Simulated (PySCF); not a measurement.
BF₂⁺, singlet: computed properties

Level of theory: PySCF, PBE0, basis B def2-TZVP, F def2-TZVP (no relativity, density fitting).

The structure is a minimum.

Coordinates in bohr (charge 1 multiplicity 1):
```
B     0.0000    0.0000    0.0000
F     0.0000    0.0000    2.3176
F     0.0000    0.0000   -2.3176
```

```json
{
 "Point group": "D∞h",
 "Bond lengths": "B–F 1.226 Å (×2)",
 "Bond angles": "F–B–F 180.0°",
 "Heat capacity Cp at 298.15 K": "41.8 J/(mol K)",
 "Rotational symmetry number": "2",
 "Principal polarisabilities": "7.4, 7.4, 14.0 bohr³",
 "Zero-point energy": "24.2 kJ/mol",
 "Lowest empty level": "-8.38 eV",
 "Entropy at 298.15 K and 1 bar": "221.3 J/(mol K)",
 "Enthalpy at 298.15 K above 0 K": "10.11 kJ/mol",
 "Highest occupied level": "-22.69 eV",
 "Principal quadrupole moments (Buckingham, traceless) about the centre of mass": "-0.14, 0.07, 0.07 D Å",
 "Dipole moment about the centre of mass": "0.00 D",
 "Rotational constants": "0.295 cm⁻¹"
}
```

Harmonic modes (masses in u: B 11.009, F 18.998):
```tsv
symmetry	ω (cm⁻¹)	IR (km/mol, summed over degenerate members)
πu	457	281
σg+	1038	0.0
σu+	2087	455
```

In D∞h the vibrations span πu + σg+ + σu+. The σg+ mode carries no infrared intensity, as symmetry demands. With a centre of inversion only u modes can be infrared active and only g modes Raman active.

Charges (e):
```json
{"atom": "B1", "Mulliken": "0.82", "Löwdin": "-0.22", "polar tensor": "1.63", "Mayer order to B1": "–"}
{"atom": "F2,3", "Mulliken": "0.09", "Löwdin": "0.61", "polar tensor": "-0.31", "Mayer order to B1": "1.64"}
```

Mulliken populations on B1: s 2.57, p 1.28, d 0.27, f 0.07.

Outer orbital energies (eV). occupied: -25.97, -25.78, -24.20, -24.20, -22.69, -22.69; empty: -8.38, -7.98, -7.98, -2.52.

Counting electrons, boron keeps none of its valence electrons outside its bonds, so the VSEPR class is AX2 and the expected shape is linear (D∞h), as computed.

Other isomers or separated fragments may lie lower.

The final relaxation and frequency run took 11 s on 2 threads of a shared Arm Neoverse N1 host, with 93 basis functions and 5 gradients; the process peaked at 0.85 GiB.
